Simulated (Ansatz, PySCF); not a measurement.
Molecule: NO, charge 0, multiplicity 2. 
Geometry from a B3LYP-D3(BJ)/def2-TZVP (Ansatz, a program for electronic structure) optimisation:
```
N
O 1 1.1449
```
Charge 0, spin multiplicity 2.

Total electronic energies in hartree. Correlated levels leave the core frozen unless marked. UHF or UKS for open shells. Spin-orbit coupling is left out. No relativistic terms. CBS marks a two-point X^-3 extrapolation of the correlation energy; Hartree-Fock from the larger set (for Q and 5 zeta extrapolated as (X+1)exp(-9√X)). [CCSD(T)-MP2]/basis is that difference in the basis named.

```tsv
level	program	energy (Eh)
HF/cc-pVTZ	Ansatz	-129.29743
HF/def2-TZVPPD	Ansatz	-129.30398
HF/cc-pV5Z	Ansatz	-129.30949
BLYP-D4/def2-TZVPD	Ansatz + dftd4	-129.94095
PBE0/STO-3G	Ansatz	-128.00522
PBE0-D4/def2-TZVPD	Ansatz + dftd4	-129.80738
BHLYP-D3(BJ)/def2-TZVPD	Ansatz + dftd3	…
r2SCAN0-D4/def2-TZVPD	Ansatz + dftd4	…
PW6B95/def2-TZVPD	PySCF	…
CAM-B3LYP/def2-TZVPD	Ansatz	-129.90374
LC-wPBE-D4/def2-TZVPD	Ansatz + dftd4	-129.86747
MP2/def2-TZVPP	Ansatz	-129.69709
MP2/aug-cc-pVQZ	Ansatz	-129.73645
MP2/CBS(cc-pVQZ,cc-pV5Z)	Ansatz	-129.7602
RI-MP2/CBS(aug-cc-pVTZ,aug-cc-pVQZ)	Ansatz	-129.7551
SCS-MP2/aug-cc-pVQZ	Ansatz	-129.72796
CCSD/cc-pV5Z	Ansatz	-129.74574
CCSD(T)/def2-SVP	Ansatz	-129.47804
CCSD(T)/cc-pVTZ	Ansatz	-129.71669
CCSDT/cc-pVDZ	Ansatz	-129.59813
RI-MP2/CBS(def2-TZVPP,def2-QZVPP)+[CCSD(T)-MP2]/def2-QZVPP	Ansatz	-129.7768
RI-MP2/CBS(def2-TZVPPD,def2-QZVPPD)+[CCSD(T)-MP2]/def2-QZVPPD	Ansatz	-129.7766
CCSD(T)/CBS(cc-pVQZ,cc-pV5Z)	Ansatz	-129.7778
```

Task: What belongs in the gaps?

Result: 
- BHLYP-D3(BJ)/def2-TZVPD, energy (Eh): -129.87973
- r2SCAN0-D4/def2-TZVPD, energy (Eh): -129.85845
- PW6B95/def2-TZVPD, energy (Eh): -130.09333
